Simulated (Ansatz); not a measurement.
# CH₄O (triplet): wave-function methods side by side at distance C1–H5 along a hydrogen transfer = 1.162 Å, cc-pVDZ

One table from this session's results is given with a row withheld; the runs are named, their logs left out.

Program: Ansatz 0.2.0, Gaussian basis. Level of theory: cc-pVDZ, core rule «outside noble gas», up to 2 orbitals frozen. These are calculated values, not measurements.

To be run: UHF; CCSD(T) on ROHF; CCSD(T) on UHF; BCCD(T) on ROHF; CISD; CCSDT(Q) on ROHF; CCSDT(Q) on UHF; CASSCF and MRCISD+Q, 4 electrons in 4 orbitals; CASSCF and NEVPT2, 4 electrons in 4 orbitals.

7 further runs of the same task are left out: 1 for a mislabelled method, 5 that didn't finish, 1 set aside as unsound or not needed.

## What is computed

The geometry derives from fragments relaxed apart (PBE0/def2-TZVP) and kept rigid, so it is no stationary point. A hydrogen atom is moved between rigid fragments.

6 atoms, charge 0, spin multiplicity 3.

Atoms are counted from 1 here; the program's logs count them from 0.

Bond lengths: C1–H2 1.090 Å, C1–H3 1.090 Å, C1–H4 1.090 Å, C1–H5 1.162 Å, H5–O6 1.171 Å. Angles: H2–C1–H3 109.5°, H2–C1–H4 109.5°, H2–C1–H5 109.5°, H3–C1–H4 109.5°, H3–C1–H5 109.5°, H4–C1–H5 109.5°, C1–H5–O6 180.0°.

Set-up of the first run:

in.yaml reads:

```yaml
crystal:
  periodic: [false, false, false]
  atoms:
    - {symbol: C, position_ang: [-1.167209, 0.000000, 0.000000]}
    - {symbol: H, position_ang: [-1.530415, 1.027301, 0.000000]}
    - {symbol: H, position_ang: [-1.530415, -0.513650, 0.889668]}
    - {symbol: H, position_ang: [-1.530415, -0.513650, -0.889669]}
    - {symbol: H, position_ang: [-0.005209, 0.000000, 0.000000]}
    - {symbol: O, position_ang: [1.165791, 0.000000, 0.000000]}
basis:
  gaussian: {orbitals: cc-pVDZ}
magnetization: {spin_polarized: true, initial_magnetization: 2}
hamiltonian: {xc: hf}
output: {orbitals: {seedname: orbitals}}
```

The run is started by

```sh
$ ansatz run in.yaml --threads 1 --pin off --events-out ev --progress --plain --max-ram 2393MiB
```

Among the steps run: UHF; CCSD(T) on ROHF; CCSD(T) on UHF; BCCD(T) on ROHF; CISD; CCSDT(Q) on ROHF; CCSDT(Q) on UHF; CASSCF and MRCISD+Q, 4 electrons in 4 orbitals; CASSCF and NEVPT2, 4 electrons in 4 orbitals.

One of the session's tables, all rows but one given; the rest of the session is left out.

| method | from UCCSDT(Q) (kcal/mol) |
| --- | --- |
| ROHF | +216.82 |
| UHF | +208.32 |
| RMP2 | +27.71 |
| UMP2 | +28.68 |
| CISD | +21.43 |
| RCCSD | +4.92 |
| UCCSD | +4.68 |
| RCCSD(T) | +0.71 |
| UCCSD(T) | +0.70 |
| BCCD(T) | +0.74 |
| RCCSDT | +0.31 |
| UCCSDT | +0.27 |
| RCCSDT(Q) | +0.03 |
| UCCSDT(Q) | 0 |
| CASSCF pair | ? |
| NEVPT2 pair | +27.14 |
| MRCISD pair | +18.62 |
| MRCISD+Q pair | +2.33 |

**Question.** Estimate the row for CASSCF pair.

**Answer.** from UCCSDT(Q) (kcal/mol): +200.39. In the column «from UCCSDT(Q) (kcal/mol)» it lies between UMP2 (+28.68) and UHF (+208.32).

To keep in mind: Restricted and unrestricted rows rest on different reference determinants; where their highest levels disagree by more than a few hundredths of an eV, they describe different states and don't form one ladder.
